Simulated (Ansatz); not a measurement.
A short molecular-dynamics run on `FC(S)S`.

```yaml
crystal:
  periodic: [false, false, false]
  atoms:
    - {symbol: F, position_ang: [-0.720662, -1.494257, 0.468718]}
    - {symbol: C, position_ang: [-0.297347, -0.256636, 0.062705]}
    - {symbol: S, position_ang: [1.324930, 0.147133, 0.713792]}
    - {symbol: S, position_ang: [-0.229547, -0.328384, -1.750213]}
    - {symbol: H, position_ang: [-1.037158, 0.470200, 0.398456]}
    - {symbol: H, position_ang: [0.908002, 0.433478, 1.961495]}
    - {symbol: H, position_ang: [0.112983, 0.960565, -1.900752]}
basis:
  gaussian: {orbitals: "6-31G*"}
hamiltonian: {xc: {name: PBE}, dispersion: d3bjatm}
md: {timestep: 0.5 fs, n_steps: 20, ensemble: nvt_nose_hoover, temperature: 1000, initial_velocities: maxwell_boltzmann, seed: 586}
```

```sh
$ ansatz run in.yaml --threads 2 --pin off --events-out ev --progress --plain --max-ram 4352MiB
```

```tsv
step	time (fs)	potential energy (eV)	kinetic (eV)	T (K)	conserved (eV)
0	0.0	-25458.5377	0.6463	1000	-25457.8914
1	0.5	-25458.5189	0.6283	972	-25457.8906
2	1.0	-25458.4593	0.5701	882	-25457.8892
3	1.5	-25458.3778	0.4899	758	-25457.8879
4	2.0	-25458.2942	0.4073	630	-25457.8869
5	2.5	-25458.2242	0.3379	523	-25457.8863
6	3.0	-25458.1778	0.2918	451	-25457.8860
7	3.5	-25458.1585	0.2724	422	-25457.8861
8	4.0	-25458.1650	0.2787	431	-25457.8864
9	4.5	-25458.1928	0.3061	474	-25457.8868
10	5.0	-25458.2355	0.3484	539	-25457.8873
11	5.5	-25458.2855	0.3978	616	-25457.8879
12	6.0	-25458.3329	0.4445	688	-25457.8887
13	6.5	-25458.3655	0.4762	737	-25457.8897
14	7.0	-25458.3693	0.4793	742	-25457.8906
15	7.5	-25458.3337	0.4436	686	-25457.8908
16	8.0	-25458.2602	0.3716	575	-25457.8895
17	8.5	-25458.1725	0.2865	443	-25457.8868
18	9.0	-25458.1130	0.2297	355	-25457.8843
19	9.5	-25458.1201	0.2371	367	-25457.8840
20	10.0	-25458.1977	0.3125	484	-25457.8864
```

Velocities are drawn at the set temperature; a run this short doesn't reach equilibrium.

Frames (Å, forces in eV/Å):

```xyz
7
time=0.0 fs
F    -0.721   -1.494    0.469   -0.180   -0.561    0.168
C    -0.297   -0.257    0.063   -0.226    0.020    0.050
S     1.325    0.147    0.714    0.801    0.095   -0.116
S    -0.230   -0.328   -1.750   -0.096   -0.410   -0.524
H    -1.037    0.470    0.398   -0.268    0.340    0.126
H     0.908    0.433    1.961   -0.136    0.087    0.418
H     0.113    0.961   -1.901    0.106    0.429   -0.121
7
time=0.5 fs
F    -0.720   -1.494    0.471   -0.105   -0.565    0.091
C    -0.294   -0.257    0.057   -1.086    0.626    0.550
S     1.325    0.146    0.716    0.925    0.021   -0.574
S    -0.230   -0.328   -1.751   -0.065   -0.363   -0.577
H    -1.074    0.475    0.407    0.551   -0.253   -0.220
H     0.916    0.441    1.946   -0.305    0.179    0.831
H     0.095    0.968   -1.905    0.085    0.354   -0.101
7
time=1.0 fs
F    -0.720   -1.493    0.474   -0.035   -0.556    0.016
C    -0.291   -0.258    0.052   -1.782    1.047    0.974
S     1.325    0.145    0.718    1.037   -0.056   -1.003
S    -0.230   -0.328   -1.753   -0.029   -0.285   -0.631
H    -1.110    0.479    0.416    1.211   -0.671   -0.493
H     0.924    0.449    1.933   -0.462    0.272    1.215
H     0.077    0.977   -1.909    0.059    0.250   -0.077
7
time=1.5 fs
F    -0.720   -1.493    0.477    0.031   -0.537   -0.059
C    -0.288   -0.258    0.046   -2.312    1.306    1.323
S     1.326    0.144    0.720    1.122   -0.125   -1.360
S    -0.230   -0.327   -1.754    0.008   -0.186   -0.685
H    -1.142    0.481    0.423    1.713   -0.936   -0.694
H     0.930    0.457    1.923   -0.593    0.354    1.526
H     0.059    0.986   -1.914    0.032    0.124   -0.051
7
time=2.0 fs
F    -0.719   -1.493    0.479    0.090   -0.514   -0.130
C    -0.286   -0.258    0.041   -2.699    1.443    1.606
S     1.326    0.143    0.722    1.166   -0.171   -1.601
S    -0.230   -0.327   -1.755    0.043   -0.074   -0.739
H    -1.171    0.481    0.429    2.078   -1.083   -0.835
H     0.935    0.466    1.916   -0.684    0.412    1.721
H     0.041    0.995   -1.919    0.005   -0.014   -0.023
7
time=2.5 fs
F    -0.719   -1.493    0.482    0.143   -0.489   -0.197
C    -0.284   -0.258    0.037   -2.969    1.492    1.836
S     1.327    0.142    0.723    1.159   -0.183   -1.695
S    -0.231   -0.327   -1.757    0.075    0.042   -0.790
H    -1.195    0.478    0.432    2.332   -1.144   -0.929
H     0.939    0.476    1.914   -0.723    0.433    1.771
H     0.023    1.005   -1.923   -0.018   -0.153    0.004
7
time=3.0 fs
F    -0.719   -1.492    0.484    0.188   -0.466   -0.260
C    -0.283   -0.257    0.032   -3.145    1.480    2.022
S     1.327    0.141    0.725    1.100   -0.152   -1.634
S    -0.231   -0.326   -1.758    0.102    0.153   -0.839
H    -1.213    0.473    0.433    2.498   -1.142   -0.987
H     0.940    0.488    1.915   -0.708    0.412    1.667
H     0.005    1.014   -1.928   -0.036   -0.286    0.031
7
time=3.5 fs
F    -0.718   -1.492    0.487    0.227   -0.447   -0.317
C    -0.282   -0.257    0.028   -3.242    1.425    2.168
S     1.328    0.140    0.727    0.992   -0.081   -1.433
S    -0.231   -0.326   -1.760    0.124    0.252   -0.883
H    -1.225    0.465    0.432    2.591   -1.092   -1.014
H     0.940    0.500    1.921   -0.644    0.348    1.425
H    -0.013    1.022   -1.933   -0.049   -0.405    0.055
7
time=4.0 fs
F    -0.718   -1.492    0.490    0.258   -0.434   -0.367
C    -0.282   -0.256    0.025   -3.266    1.333    2.277
S     1.329    0.139    0.728    0.848    0.026   -1.128
S    -0.231   -0.326   -1.761    0.141    0.332   -0.922
H    -1.231    0.454    0.429    2.617   -1.001   -1.015
H     0.939    0.513    1.930   -0.543    0.248    1.081
H    -0.031    1.029   -1.937   -0.056   -0.504    0.075
7
time=4.5 fs
F    -0.717   -1.492    0.492    0.281   -0.427   -0.412
C    -0.283   -0.254    0.022   -3.213    1.204    2.344
S     1.329    0.137    0.729    0.682    0.156   -0.763
S    -0.231   -0.325   -1.763    0.152    0.390   -0.954
H    -1.231    0.441    0.423    2.573   -0.868   -0.987
H     0.936    0.527    1.942   -0.419    0.124    0.680
H    -0.050    1.035   -1.942   -0.057   -0.579    0.092
7
time=5.0 fs
F    -0.717   -1.492    0.494    0.297   -0.425   -0.449
C    -0.284   -0.253    0.019   -3.066    1.028    2.363
S     1.330    0.136    0.730    0.507    0.297   -0.381
S    -0.231   -0.325   -1.765    0.157    0.422   -0.978
H    -1.224    0.426    0.415    2.444   -0.684   -0.924
H     0.932    0.541    1.955   -0.286   -0.011    0.265
H    -0.068    1.040   -1.946   -0.054   -0.627    0.105
7
time=5.5 fs
F    -0.716   -1.493    0.497    0.305   -0.426   -0.479
C    -0.286   -0.251    0.017   -2.800    0.787    2.321
S     1.331    0.135    0.732    0.333    0.437   -0.017
S    -0.231   -0.324   -1.766    0.158    0.429   -0.992
H    -1.212    0.409    0.404    2.206   -0.434   -0.815
H     0.927    0.555    1.969   -0.156   -0.145   -0.130
H    -0.087    1.043   -1.950   -0.046   -0.647    0.113
7
time=6.0 fs
F    -0.716   -1.493    0.499    0.304   -0.424   -0.503
C    -0.289   -0.249    0.015   -2.377    0.453    2.202
S     1.332    0.134    0.733    0.169    0.567    0.306
S    -0.232   -0.324   -1.768    0.154    0.408   -0.994
H    -1.194    0.391    0.392    1.822   -0.095   -0.647
H     0.922    0.568    1.983   -0.036   -0.271   -0.481
H    -0.105    1.045   -1.954   -0.036   -0.638    0.116
7
time=6.5 fs
F    -0.715   -1.493    0.501    0.295   -0.417   -0.522
C    -0.292   -0.247    0.014   -1.757   -0.003    1.990
S     1.333    0.133    0.734    0.018    0.682    0.577
S    -0.232   -0.323   -1.770    0.146    0.361   -0.983
H    -1.172    0.373    0.378    1.253    0.358   -0.402
H     0.917    0.581    1.995    0.068   -0.381   -0.776
H    -0.124    1.045   -1.957   -0.024   -0.600    0.115
7
time=7.0 fs
F    -0.715   -1.493    0.504    0.278   -0.397   -0.537
C    -0.295   -0.245    0.013   -0.908   -0.609    1.674
S     1.334    0.132    0.735   -0.117    0.779    0.790
S    -0.232   -0.323   -1.772    0.135    0.288   -0.958
H    -1.147    0.356    0.363    0.468    0.947   -0.069
H     0.913    0.594    2.006    0.155   -0.473   -1.010
H    -0.143    1.044   -1.960   -0.012   -0.534    0.110
7
time=7.5 fs
F    -0.714   -1.494    0.506    0.255   -0.360   -0.549
C    -0.299   -0.243    0.013    0.159   -1.366    1.261
S     1.335    0.131    0.737   -0.235    0.856    0.945
S    -0.232   -0.322   -1.774    0.121    0.191   -0.919
H    -1.121    0.341    0.348   -0.525    1.668    0.346
H     0.908    0.604    2.014    0.224   -0.547   -1.185
H    -0.162    1.042   -1.963    0.001   -0.444    0.101
7
time=8.0 fs
F    -0.713   -1.494    0.508    0.225   -0.301   -0.561
C    -0.302   -0.241    0.013    1.351   -2.219    0.791
S     1.336    0.131    0.738   -0.334    0.912    1.046
S    -0.232   -0.322   -1.777    0.106    0.074   -0.869
H    -1.096    0.330    0.334   -1.636    2.466    0.806
H     0.904    0.614    2.020    0.275   -0.600   -1.302
H    -0.180    1.038   -1.965    0.011   -0.332    0.089
7
time=8.5 fs
F    -0.713   -1.494    0.510    0.192   -0.221   -0.574
C    -0.305   -0.240    0.013    2.461   -3.029    0.351
S     1.337    0.130    0.739   -0.410    0.946    1.096
S    -0.232   -0.321   -1.779    0.093   -0.060   -0.809
H    -1.075    0.325    0.321   -2.663    3.203    1.226
H     0.901    0.622    2.022    0.308   -0.635   -1.365
H    -0.199    1.034   -1.968    0.019   -0.204    0.075
7
time=9.0 fs
F    -0.712   -1.495    0.512    0.156   -0.124   -0.587
C    -0.308   -0.239    0.013    3.203   -3.588    0.057
S     1.338    0.129    0.741   -0.461    0.957    1.096
S    -0.232   -0.320   -1.781    0.082   -0.207   -0.746
H    -1.060    0.328    0.312   -3.328    3.678    1.497
H     0.898    0.629    2.021    0.323   -0.649   -1.377
H    -0.218    1.029   -1.970    0.024   -0.066    0.060
7
time=9.5 fs
F    -0.711   -1.495    0.513    0.119   -0.016   -0.602
C    -0.310   -0.239    0.013    3.351   -3.703   -0.004
S     1.339    0.128    0.743   -0.483    0.943    1.048
S    -0.232   -0.320   -1.784    0.076   -0.358   -0.682
H    -1.054    0.339    0.306   -3.407    3.705    1.533
H     0.896    0.634    2.017    0.320   -0.644   -1.338
H    -0.237    1.024   -1.972    0.025    0.073    0.046
7
time=10.0 fs
F    -0.710   -1.496    0.515    0.083    0.096   -0.617
C    -0.312   -0.240    0.013    2.886   -3.319    0.169
S     1.339    0.128    0.744   -0.476    0.905    0.951
S    -0.232   -0.319   -1.786    0.074   -0.506   -0.619
H    -1.055    0.360    0.304   -2.884    3.237    1.330
H     0.895    0.638    2.009    0.297   -0.618   -1.248
H    -0.255    1.019   -1.974    0.021    0.205    0.034
```

It took 25 s on 2 threads of an Arm Neoverse V1 on a shared host, with 0.13 GiB of host memory at the peak.
